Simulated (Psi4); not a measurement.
# A workflow on SiNH3F− (SMILES N[SiH-]F)

We compute a geometry optimisation (BLYP-D4/6-31G*), then the harmonic vibrations, then the energy (MP2-F12/cc-pVDZ-F12), then the excited states (TDA-BLYP/6-31G*) of SiNH3F−. 

The results are computed with Psi4 1.11.

## Step 1: Starting point

The species is SiNH3F− (6 atoms), meant as a singlet with charge -1. SMILES: `N[SiH-]F`. The shape is that of a GFN2-xTB optimisation. This is one conformer, not always the lowest. The run starts from this shape.

Bond lengths: N1–Si2 1.786 Å, Si2–F3 1.719 Å, N1–H4 1.014 Å, N1–H5 1.021 Å, Si2–H6 1.560 Å. Angles: N1–Si2–F3 97.4°, N1–Si2–H6 102.8°, F3–Si2–H6 93.1°, Si2–N1–H4 111.3°, Si2–N1–H5 115.3°, H4–N1–H5 107.1°.

## Step 2: A geometry optimisation at BLYP-D4/6-31G(d) (density fitting, Cartesian functions) (run 1)

calc.py reads:

```python
import psi4

psi4.set_memory(1600000000)
psi4.set_num_threads(1)
psi4.core.set_output_file('fh3nsi.out', False)

mol = psi4.geometry("""
-1 1
N     -0.706270     0.064100    -0.656360
Si    -0.018400    -0.572650     0.864030
F      1.343770    -1.362790     0.175370
H     -1.421390     0.759670    -0.473570
H     -0.032070     0.487510    -1.296370
H      0.834370     0.624160     1.386900
units angstrom
symmetry c1
""")

psi4.set_options(dict(basis='6-31G*', geom_maxiter=60))

energy_value, wavefunction = psi4.optimize('blyp-d4', molecule=mol, return_wfn=True)
print(f'total energy {energy_value:.8f} hartree = {energy_value * 27.211386:.5f} eV')
print(mol.to_string(dtype='xyz', units='Angstrom'))
```

On the command line:

```console
$ python calc.py
```

fh3nsi.out:

```text
[...]
  Running in c1 symmetry.
[...]
  Nuclear repulsion =  105.937450292562033
[...]
  Multiplicity = 1
[...]
  Nalpha       = 17
  Nbeta        = 17
[...]
    Number of basis functions: 55
[...]
   @DF-RKS iter   1:  -445.42529157963196   -9.78444e-02   1.82796e-02 ADIIS/DIIS
[...]
   @DF-RKS iter   8:  -445.88803709271002   -1.64846e-12   7.52830e-09 DIIS
[...]
    Orbital Energies [Eh]
    ---------------------
    Doubly Occupied:
       1A    -65.254209     2A    -24.010981     3A    -13.787431
       4A     -4.814040     5A     -3.235108     6A     -3.234267
       7A     -3.229937     8A     -0.772778     9A     -0.528567
      10A     -0.209303    11A     -0.203545    12A     -0.118182
      13A     -0.097582    14A     -0.074297    15A     -0.043117
      16A      0.013930    17A      0.077230
[...]
  @DF-RKS Final Energy:  -445.88803709271002
   => Energetics <=
    Nuclear Repulsion Energy =            103.6839668182612257
    One-Electron Energy =                -831.7359683892483417
    Two-Electron Energy =                 321.7855279250800322
    DFT Exchange-Correlation Energy =     -39.6125211719392283
    Empirical Dispersion Energy =          -0.0090422748636529
    VV10 Nonlocal Energy =                  0.0000000000000000
    Total Energy =                       -445.8880370927100216
[...]
 Multipole Moments:
 ------------------------------------------------------------------------------------
     Multipole            Electronic (a.u.)      Nuclear  (a.u.)        Total (a.u.)
 ------------------------------------------------------------------------------------
 L = 1.  Multiply by 2.5417464519 to convert [e a0] to [Debye]
 Dipole X            :          1.9639303           -2.0660989           -0.1021686
 Dipole Y            :         -4.3497060            4.7055132            0.3558072
 Dipole Z            :          0.7989223           -1.5539474           -0.7550251
 Magnitude           :                                                    0.8408925
[...]
  -Total Gradient:
     Atom            X                  Y                   Z
    ------   -----------------  -----------------  -----------------
       1        0.000135252229    -0.000309993605    -0.000182803779
       2       -0.000027330323     0.000069102927     0.000162519476
       3        0.000069903999    -0.000137931062    -0.000138209961
       4       -0.000062134884     0.000047600989     0.000048367348
       5        0.000104872986     0.000041753690     0.000112935891
       6        0.000029587214    -0.000001083748     0.000020277185
[...]
```

Standard output:

```text
Some dependencies such as QCElemental have not yet finished migration to pydantic v2. If issues are encountered please downgrade pydantic or upgrade QCElemental as appropriate
	Change in internal coordinate of 6.02e-01 exceeds limit of 5.00e-01.
	Skipping Hessian update for step 1.
	Change in internal coordinate of 6.65e-01 exceeds limit of 5.00e-01.
	Skipping Hessian update for step 2.
	Change in internal coordinate of 8.67e-01 exceeds limit of 5.00e-01.
	Skipping Hessian update for step 1.
	Change in internal coordinate of 6.55e-01 exceeds limit of 5.00e-01.
	Skipping Hessian update for step 3.
	Change in internal coordinate of 8.38e-01 exceeds limit of 5.00e-01.
	Skipping Hessian update for step 2.
	Change in internal coordinate of 1.04e+00 exceeds limit of 5.00e-01.
	Skipping Hessian update for step 1.
	Change in internal coordinate of 6.21e-01 exceeds limit of 5.00e-01.
	Skipping Hessian update for step 3.
	Change in internal coordinate of 7.95e-01 exceeds limit of 5.00e-01.
	Skipping Hessian update for step 2.
	Change in internal coordinate of 9.99e-01 exceeds limit of 5.00e-01.
	Skipping Hessian update for step 1.
	Previous geometry is closer to target in internal coordinates, so using that one.

	Best geometry has RMS(Delta(q)) = 4.01e-05

	Energy ratio indicates iffy step.
	Intrafrag trust radius decreased to   0.25.
Optimizer: Optimization complete!
total energy -445.88803709 hartree = -12133.23149 eV
6
-1 1 FH3NSi
N                    -0.775091946984     0.817723927581    -1.069707994056
Si                   -0.187644310527     0.154526057058     0.567455598369
F                     0.915553258050    -1.040916523836     0.039512452395
H                    -1.795085294972     0.932854933948    -1.074539598379
H                    -0.371383150925     1.717685991022    -1.359760598818
H                     0.885820627100     1.320325873810     0.799952139519
```

Wall time 36 s (1 thread of Intel Xeon Platinum 8488C (Sapphire Rapids), shared host); peak memory 0.45 GiB.

Steps, from the record of the run:

```csv
step,energy from the first frame kept (eV),largest force (eV/Å)
0,0.0000,1.3793
1,-0.1074,0.4837
2,-0.1403,0.1909
3,-0.1604,0.1577
4,-0.1813,0.1413
5,-0.1859,0.1412
6,-0.1871,0.0568
7,-0.1876,0.0173
8,-0.1876,0.0198
```

After the run. Bond lengths: N1–Si2 1.862 Å, Si2–F3 1.710 Å, N1–H4 1.026 Å, N1–H5 1.028 Å, Si2–H6 1.602 Å. Angles: N1–Si2–F3 100.4°, N1–Si2–H6 94.6°, F3–Si2–H6 97.0°, Si2–N1–H4 111.0°, Si2–N1–H5 115.9°, H4–N1–H5 106.9°.

## Step 3: Vibrational wavenumbers at BLYP-D4/6-31G(d) (density fitting, Cartesian functions) (run 2)

input.in reads:

```
memory 1600 MB

molecule molecule1 {
  -1 1
  N
  Si 1 1.861512
  F 2 1.71022 1 100.43397
  H 1 1.026482 2 110.95777 3 135.33151
  H 1 1.028126 4 106.89842 2 -127.18427
  H 2 1.601709 3 96.96446 1 -95.98634
  symmetry c1
}

set globals {
  basis                      6-31G*
  t                          298.15
  rotational_symmetry_number 1
}

result = frequencies('blyp-d4')
```

On the command line:

```console
$ psi4 -i input.in -o input.out -n 1
```

input.out:

```text
[...]
  Running in c1 symmetry.
[...]
  Nuclear repulsion =  103.683981889086553
[...]
  Multiplicity = 1
[...]
  Nalpha       = 17
  Nbeta        = 17
[...]
    Number of basis functions: 55
[...]
   @DF-RKS iter   1:  -445.43945537249772   -1.70520e-01   1.81266e-02 ADIIS/DIIS
[...]
   @DF-RKS iter  13:  -445.88803605995668   -1.36424e-12   3.75342e-09 DIIS
[...]
  @DF-RKS Final Energy:  -445.88803605995668
   => Energetics <=
    Nuclear Repulsion Energy =            103.6910450918413318
    One-Electron Energy =                -831.7501211261433127
    Two-Electron Energy =                 321.7929833387069607
    DFT Exchange-Correlation Energy =     -39.6129005259131759
    Empirical Dispersion Energy =          -0.0090428384485178
    VV10 Nonlocal Energy =                  0.0000000000000000
    Total Energy =                       -445.8880360599566757
[...]
  -Total Gradient:
     Atom            X                  Y                   Z
    ------   -----------------  -----------------  -----------------
       1        0.000424865541    -0.000225687228    -0.000310306833
       2        0.000033304580     0.000144869946     0.000129822755
       3       -0.000039127492    -0.000192475121    -0.000061161372
       4       -0.000057410419     0.000092729714     0.000040049318
       5       -0.000359204754    -0.000138536150     0.000436480294
       6       -0.000014257997    -0.000005834912    -0.000031748185
[...]
  ==> Harmonic Vibrational Analysis <==
[...]
  Freq [cm^-1]                 203.0586            277.6932            424.9213
[...]
  IR activ [km/mol]            29.5222              4.1193             175.8570
[...]
  Freq [cm^-1]                 628.6790            652.1290            688.2351
[...]
  IR activ [km/mol]            23.2001             13.7131             64.7069
[...]
  Freq [cm^-1]                 826.6543            946.3950           1568.5445
[...]
  IR activ [km/mol]            94.9316             134.6432            65.1542
[...]
  Freq [cm^-1]                1614.8052           3328.6245           3428.1048
[...]
  IR activ [km/mol]            627.8908            36.7644             17.7368
[...]
  Total E_0, Enthalpy at 0 [K]                                                         -445.85480354 [Eh]
[...]
  Total H, Enthalpy at  298.15 [K]                                                     -445.84921734 [Eh]
[...]
  Total G, Gibbs energy at  298.15 [K]                                                 -445.88145821 [Eh]
[...]
```

Standard output:

```text
Warning: used thermodynamics relations inappropriate for low-frequency modes: ['203.0586' '277.6932' '424.9213']
```

Wall time 2.1 min (1 thread of Intel Xeon Platinum 8488C (Sapphire Rapids), shared host); peak memory 0.42 GiB.

## Step 4: The energy at MP2-F12/cc-pVDZ-F12 (density fitting, density fitting for correlation) (run 3)

job.dat reads:

```
memory 1.6 GB

molecule geom {
  -1 1
  N
  Si 1 1.861512
  F 2 1.71022 1 100.43397
  H 1 1.026482 2 110.95777 3 135.33151
  H 1 1.028126 4 106.89842 2 -127.18427
  H 2 1.601709 3 96.96446 1 -95.98634
  symmetry c1
}

set {
  basis       cc-pVDZ-F12
  freeze_core true
}

e, wfn = energy('mp2-f12', return_wfn=True)
```

On the command line:

```console
$ psi4 -i job.dat -o job.out -n 1
```

job.out:

```text
[...]
  Running in c1 symmetry.
[...]
  Nuclear repulsion =  103.683981889086553
[...]
  Multiplicity = 1
[...]
  Nalpha       = 17
  Nbeta        = 17
[...]
    Number of basis functions: 126
[...]
   @DF-RHF iter   1:  -444.52391513541420   -9.84203e-01   4.86786e-03 DIIS/ADIIS
[...]
   @DF-RHF iter  12:  -444.69498987121733   -8.98126e-12   4.16335e-09 DIIS
[...]
    Orbital Energies [Eh]
    ---------------------
    Doubly Occupied:
       1A    -68.581813     2A    -26.039969     3A    -15.347654
       4A     -5.919004     5A     -4.024046     6A     -4.023468
       7A     -4.022330     8A     -1.326774     9A     -0.920676
      10A     -0.508511    11A     -0.443870    12A     -0.418510
      13A     -0.414152    14A     -0.376325    15A     -0.283611
      16A     -0.206907    17A     -0.080215
[...]
  @DF-RHF Final Energy:  -444.69498987121733
   => Energetics <=
    Nuclear Repulsion Energy =            103.6839818890865530
    One-Electron Energy =                -830.8822696929605627
    Two-Electron Energy =                 282.5032979326566647
    Total Energy =                       -444.6949898712173308
[...]
 Multipole Moments:
 ------------------------------------------------------------------------------------
     Multipole            Electronic (a.u.)      Nuclear  (a.u.)        Total (a.u.)
 ------------------------------------------------------------------------------------
 L = 1.  Multiply by 2.5417464519 to convert [e a0] to [Debye]
 Dipole X            :         -1.3419095            1.6433876            0.3014781
 Dipole Y            :         -3.5621416            3.5314132           -0.0307284
 Dipole Z            :          2.8577741           -3.6950997           -0.8373256
 Magnitude           :                                                    0.8904760
[...]
```

Run time: 61 s. Hardware: 1 thread of Intel Xeon Platinum 8488C (Sapphire Rapids), shared host; peak memory 3.2 GiB.

## Step 5: The excited states at TDA-BLYP/6-31G(d) (density fitting, Cartesian functions, save jk yes) (run 4)

calc.in reads:

```
memory 1.6 GB

molecule geom {
  -1 1
  N     -0.548523     0.206363    -0.789598
  Si     0.038924    -0.456835     0.847565
  F      1.142122    -1.652277     0.319622
  H     -1.568517     0.321494    -0.794430
  H     -0.144814     1.106325    -1.079651
  H      1.112389     0.708965     1.080062
  symmetry c1
}

set globals {
  basis 6-31G*
  reference rks
  save_jk true
}

from psi4.driver.procrouting.response.scf_response import tdscf_excitations
E, wfn = energy("blyp", return_wfn=True)
states = tdscf_excitations(wfn, states=6, tda=True)
print_variables()
```

On the command line:

```console
$ psi4 calc.in calc.out -n 1
```

calc.out:

```text
[...]
  Running in c1 symmetry.
[...]
  Nuclear repulsion =  103.683981003528956
[...]
  Multiplicity = 1
[...]
  Nalpha       = 17
  Nbeta        = 17
[...]
    Number of basis functions: 55
[...]
   @DF-RKS iter   1:  -445.43041314187735   -1.70520e-01   1.81266e-02 DIIS/ADIIS
[...]
   @DF-RKS iter  10:  -445.87899481564972   -9.78258e-09   6.18920e-07 DIIS
[...]
    Orbital Energies [Eh]
    ---------------------
    Doubly Occupied:
       1A    -65.254208     2A    -24.010981     3A    -13.787428
       4A     -4.814039     5A     -3.235108     6A     -3.234266
       7A     -3.229937     8A     -0.772777     9A     -0.528565
      10A     -0.209302    11A     -0.203543    12A     -0.118181
      13A     -0.097581    14A     -0.074297    15A     -0.043116
      16A      0.013931    17A      0.077230
[...]
  @DF-RKS Final Energy:  -445.87899481564972
   => Energetics <=
    Nuclear Repulsion Energy =            103.6839810035289560
    One-Electron Energy =                -831.7357996071118578
    Two-Electron Energy =                 321.7853251537940196
    DFT Exchange-Correlation Energy =     -39.6125013658608651
    Empirical Dispersion Energy =           0.0000000000000000
    VV10 Nonlocal Energy =                  0.0000000000000000
    Total Energy =                       -445.8789948156497189
[...]
 Multipole Moments:
 ------------------------------------------------------------------------------------
     Multipole            Electronic (a.u.)      Nuclear  (a.u.)        Total (a.u.)
 ------------------------------------------------------------------------------------
 L = 1.  Multiply by 2.5417464519 to convert [e a0] to [Debye]
 Dipole X            :          1.9639331           -2.0660990           -0.1021659
 Dipole Y            :         -4.3497025            4.7055127            0.3558102
 Dipole Z            :          0.7989042           -1.5539471           -0.7550429
 Magnitude           :                                                    0.8409094
[...]
**********                               WARNING                                **********
**********       The names of excited state variables changed between 1.5       **********
[...]
                                    Excitation Energy         Total Energy        Oscillator Strength             Rotatory Strength
[...]
Excited State    1 (1 A):   0.15622 au   291.67 nm f = 0.0826
[...]
Excited State    3 (1 A):   0.21211 au   214.81 nm f = 0.0252
[...]
Excited State    4 (1 A):   0.22546 au   202.09 nm f = 0.0142
[...]
Excited State    5 (1 A):   0.23283 au   195.69 nm f = 0.0483
[...]
Excited State    6 (1 A):   0.24603 au   185.20 nm f = 0.1860
[...]
```

It took 11 s on 1 thread of Intel Xeon Platinum 8488C (Sapphire Rapids), shared host; peak memory 0.41 GiB.

The roots found:

```csv
excited state,energy (eV),strength,label
1,4.251,0.0825,A 1
2,4.993,0.1182,A 1
3,5.772,0.0252,A 1
4,6.135,0.0142,A 1
5,6.336,0.0483,A 1
6,6.695,0.1860,A 1
```

## Step 6: Results

| quantity | value |
| --- | --- |
| run 1, BLYP-D4/6-31G*: total energy at the end | -445.88804 Eh |
| run 1, BLYP-D4/6-31G*: HOMO energy | 2.10 eV |
| run 1, BLYP-D4/6-31G*: LUMO energy | 5.87 eV |
| run 1, BLYP-D4/6-31G*: HOMO–LUMO gap (to an unbound level, set by the basis) | 3.77 eV |
| run 1, BLYP-D4/6-31G*: dispersion energy | -23.74 kJ/mol |
| run 2, BLYP-D4/6-31G*: lowest harmonic wavenumber | 203 cm⁻¹ |
| run 2, BLYP-D4/6-31G*: highest harmonic wavenumber | 3428 cm⁻¹ |
| run 2, BLYP-D4/6-31G*: zero-point energy | 87.3 kJ/mol |
| run 2, BLYP-D4/6-31G*: ideal-gas entropy at 298.15 K (symmetry number 1 as used) | 67.9 cal/(mol K) |
| run 3, MP2-F12/cc-pVDZ-F12: total energy | -445.39558 Eh |
| run 3, MP2-F12/cc-pVDZ-F12: HOMO energy (Hartree–Fock orbitals) | -2.18 eV |
| run 3, MP2-F12/cc-pVDZ-F12: LUMO energy (Hartree–Fock orbitals) | 4.64 eV |
| run 3, MP2-F12/cc-pVDZ-F12: HOMO–LUMO gap (to an unbound level, set by the basis) | 6.82 eV |
| run 3, MP2-F12/cc-pVDZ-F12: correlation energy (7 core orbitals frozen) | -690.6 mEh |
| run 4, TDA-BLYP/6-31G*: ground-state or mean-field energy | -445.87899 Eh |
| run 4, TDA-BLYP/6-31G*: HOMO energy (BLYP Kohn–Sham orbitals) | 2.10 eV |
| run 4, TDA-BLYP/6-31G*: LUMO energy (BLYP Kohn–Sham orbitals) | 5.87 eV |
| run 4, TDA-BLYP/6-31G*: HOMO–LUMO gap (to an unbound level, set by the basis) | 3.77 eV |
| run 4, TDA-BLYP/6-31G*: lowest excitation energy | 4.25 eV |

In words: The optimisation (run 1, BLYP-D4/6-31G*) took 9 steps and changed the energy by -0.188 eV. The HOMO (run 1, BLYP-D4/6-31G*) lies at positive energy, 2.10 eV, as semi-local functionals often give for anions; only total energies tell whether the electron is bound. All 12 modes (run 2, BLYP-D4/6-31G*) are real, so the shape is a minimum at this level. The brightest of the 6 transitions from the ground state lies at 6.69 eV (185 nm, f = 0.186); the lowest, at 4.25 eV, has f = 0.083. For an anion, states without diffuse functions may be basis-held continuum. The HOMO (run 4, TDA-BLYP/6-31G*) lies at positive energy, 2.10 eV, as semi-local functionals often give for anions: the electron is unbound at this level or held by a compact basis; values depend on the basis.
